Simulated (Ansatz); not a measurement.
C3H2FN. Charge 0, multiplicity 1. The bonds changed during the relaxation, so this is another structure than the one it started from. All single points use the PBE0-D4/def2-TZVP geometry.

```xyz
7

F    -0.384   -1.290    2.030
C     0.270   -0.277    1.528
C     0.563   -0.330    0.184
N     1.119   -0.098   -0.926
C    -0.221    0.476   -0.826
H    -1.052   -0.030   -1.311
H    -0.295    1.550   -0.678
```

What is the dipole moment at r2SCAN/def2-TZVPP? (Estimate.)

Computed: 1.83 D, with components (-1.67, 0.04, -0.75) D in this frame, pointing from negative to positive charge.

And with PBE, B3LYP, ωB97M-V? (Best estimate.)

Ansatz gave: PBE 1.80 D, B3LYP 1.83 D, ωB97M-V 1.81 D.

Give the Mulliken charges with r2SCAN, ωB97M-V, B3LYP in def2-TZVPP. (An estimate is asked.)

Computed: 
```csv
atom,r2SCAN,ωB97M-V,B3LYP
F1,-0.10,-0.10,-0.11
C2,-0.05,-0.06,-0.05
C3,0.21,0.21,0.17
N4,-0.22,-0.17,-0.17
C5,0.01,-0.11,-0.07
H6,0.08,0.12,0.11
H7,0.08,0.12,0.11
```

B3LYP here is the variant with VWN-RPA as its local correlation; programs differ in this.
